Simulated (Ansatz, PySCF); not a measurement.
1-chloropropane (C3H7Cl), SMILES CCCCl. Atoms are numbered in the order given.

```xyz
11

C     -1.8939    -0.2360     0.2299
C     -0.6864    -1.1127    -0.0533
C      0.6217    -0.5561     0.4689
Cl     1.0581     0.9983    -0.3136
H     -2.0370    -0.0901     1.3127
H     -2.8140    -0.6842    -0.1729
H     -1.7692     0.7566    -0.2277
H     -0.5876    -1.2889    -1.1373
H     -0.8198    -2.1063     0.4107
H      0.5735    -0.3582     1.5498
H      1.4565    -1.2440     0.2784
```
Charge 0, spin multiplicity 1.

Coordinates come from a PBE0-D3(BJ)/def2-SVP optimisation. Other conformers were not sampled.

Two levels are set side by side: PBE-D3(BJ)/def2-SVP (Ansatz, a first-principles code) and PBE0-D3(BJ)/def2-SVP (Ansatz). Each level has its own optimised geometry; the coordinates shown are those of the second. Frequencies come from the Hessian of PySCF at each geometry. Differences are taken from unrounded values.

```csv
quantity,PBE0-D3(BJ),PBE-D3(BJ),PBE-D3(BJ) minus PBE0-D3(BJ)
mean bond length (Å),1.254,1.263,0.009
bond C1–C2 (Å),1.519,1.528,0.009
bond C2–C3 (Å),1.514,1.523,0.008
bond C3–Cl4 (Å),1.794,1.813,0.018
bond C1–H5 (Å),1.102,1.110,0.008
bond C1–H6 (Å),1.100,1.108,0.008
bond C1–H7 (Å),1.100,1.108,0.008
bond C2–H8 (Å),1.103,1.111,0.008
bond C2–H9 (Å),1.105,1.113,0.009
bond C3–H10 (Å),1.100,1.109,0.009
bond C3–H11 (Å),1.098,1.107,0.008
highest harmonic wavenumber (cm⁻¹),3171,3075,-96
mean harmonic wavenumber (cm⁻¹),1551,1501,-50
zero-point energy (kcal/mol),59.88,57.94,-1.94
```

Exact exchange shortens and stiffens bonds; PBE has none. Differences between two approximate levels are no errors against the true value.
